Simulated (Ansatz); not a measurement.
System: rock-salt KF. Method: G0W0@HSE06 (plane waves, hard PAW, contour deformation; Ansatz, a first-principles code).

The same calculation (at the measured cell, 19.077 Å³/atom) with different numerical settings; throughout: response cutoff 100 eV, empty bands 159:

```json
[
 {"run": "1", "k mesh": "4×4×4", "quasiparticle gap on the mesh (eV)": "10.479", "quasiparticle gap at Γ (eV)": "10.479", "rough time": "90 core-s"},
 {"run": "2", "k mesh": "6×6×6", "quasiparticle gap on the mesh (eV)": "10.466", "quasiparticle gap at Γ (eV)": "10.466", "rough time": "7 core-min"},
 {"run": "3", "k mesh": "8×8×8", "quasiparticle gap on the mesh (eV)": "10.464", "quasiparticle gap at Γ (eV)": "10.464", "rough time": "20 core-min"}
]
```

In the column quasiparticle gap on the mesh (eV) the first row differs from the last by +0.015 and the next to last by +0.002.

The last row is no converged limit: other settings stay fixed.

Note: GW on a hybrid start was not checked against another program.
